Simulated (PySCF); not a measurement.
This PySCF input asks for the NMR shieldings of SMILES C=C=O, C₂H₂O; the geometry comes from PBE0-D3(BJ)/def2-TZVP.

```python
import basis_set_exchange as bse
import numpy as np
from pyscf import gto, dft
from pyscf.prop import nmr

atoms = """
C    -0.482330   -0.034598    0.225329
C     0.696344    0.030599   -0.335715
O     1.739903    0.087918   -0.830553
H    -1.163188   -0.823270   -0.058301
H    -0.758378    0.701502    0.965313
"""
names = dict.fromkeys(["C", "O", "H"], "pcSseg-2")
basis = {el: gto.basis.parse(bse.get_basis(n, elements=[el], fmt="nwchem")) for el, n in names.items()}
mol = gto.M(atom=atoms, basis=basis, charge=0, verbose=0)
mf = dft.RKS(mol, xc="GGA_XC_KT3")
mf.grids.level = 2
mf.grids.alignment = dft.numint.BLKSIZE   # the property module wants whole blocks of grid points
mf.conv_tol = 1e-9
mf.kernel()

calc = nmr.RKS(mf)   # GIAO
sigma = calc.kernel()   # uncoupled for a functional without exact exchange
for i, s in enumerate(sigma):   # ppm
    print("%2d %-2s %9.2f" % (i, mol.atom_pure_symbol(i), np.trace(s) / 3))
```

Q: What does it print?

A: 
```
 0 C     187.07
 1 C      -6.13
 2 O      -4.18
 3 H      29.40
 4 H      29.41
```

These numbers come from an equivalent density-fitted implementation of the same equations, which agrees with the script to about 0.01 ppm for H and up to a few tenths of a ppm for heavy atoms, so last digits may differ.

Q: Turn these shieldings into chemical shifts. Referencing at the same level of theory: TMS for 13C (σ = 183.24 ppm), 1H (σ = 31.63 ppm); H2O for 17O (σ = 325.30 ppm).

A: Averaging equivalent atoms: C 1: 189.4; C 0: -3.8; O 2: 329.5; H 3/4: 2.22 ppm. Unscaled 17O shifts of doubly bonded oxygen tend to come out too high, by tens of ppm or more. Experimental scales use liquid or dissolved standards, which lie at an offset from isolated H2O (liquid H2O: subtract about 36 ppm).

Size and cost of the density-fitted run: 136 basis functions, 4.9 s wall time on 1 thread of an Arm Neoverse V2, shared host; peak memory 0.39 GiB.
